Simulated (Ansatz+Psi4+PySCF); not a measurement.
**triplet O2: levels of theory in one basis**

```xyz
2

O     0.0000    0.0000    0.6230
O     0.0000    0.0000   -1.2460
```

Basis set: cc-pVTZ (spherical functions). Left uncorrelated: 2 orbitals. Correlation on ROHF uses semicanonical orbitals with singles. Charge 0, multiplicity 3.

Computed with Ansatz (development build ahead of 0.2.0); each method stands on the lowest determinant of its kind that the runs found.

```
     method  E − E(ROHF) (eV)  <S²> of the determinant
       ROHF              0.00                     2.00
        UHF             -2.00                     2.84
   ROHF-MP2             -9.24                        –
    UHF-MP2            -10.20                     2.84
   UHF-CCSD            -11.77                     2.84
UHF-CCSD(T)            -12.39                     2.84
```

Q: Is a single determinant a sound starting point here?

A: It is doubtful. Unrestricted orbitals lower Hartree–Fock by 2.00 eV and <S²> is 2.84 where a pure state has 2.00, a sign of strong static correlation.

Caution: the determinant breaks the point group. Caution for ROHF, ROHF-MP2: an unrestricted determinant lies well below. Caution for UHF, UHF-MP2, UHF-CCSD, UHF-CCSD(T): the unrestricted determinant is a mixture of spin states. Caution for ROHF-MP2: bonds are stretched, where a single reference can fail. Caution for ROHF-MP2, UHF-MP2, UHF-CCSD(T): another reference gives a lower total. Caution for UHF-MP2, UHF-CCSD, UHF-CCSD(T): large amplitudes, a single reference is doubtful.
